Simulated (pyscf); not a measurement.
Optimised with ωB97X-D3(BJ)/def2-SVP in PySCF. Correlated levels are frozen-core, on RHF or UHF. ΔMP2 is the change of the MP2 total energy from the triple- to the quadruple-zeta basis.

What are the homolytic bond dissociation enthalpies (298 K) of `[NH2][SiH2][F]` at CCSD(T)/def2-TZVPP + ΔMP2(QZVPP), weakest first?

H–Si to H₂N–SiH•–F + H•: 96.6 kcal/mol; N–Si to NH₂• + F–SiH₂•: 112.5 kcal/mol; H–N to •HN–SiH₂–F + H•: 113.0 kcal/mol; F–Si to H₂N–SiH₂• + F•: 157.0 kcal/mol. Ring and multiple bonds, and those that leave no two simple radicals, are not listed. •HN–SiH₂–F lies 17.7 kcal/mol over its isomer H₂N–SiH•–F, and others may lie lower still (electronic energy, ωB97M-D3(BJ)). Other isomers of H₂N–SiH₂•, H₂N–SiH•–F were not searched in full and may lie lower. The CCSD(T) − MP2 part came from Ansatz, without density fitting, on the same reference. Left out: the spin-orbit lowering of F.
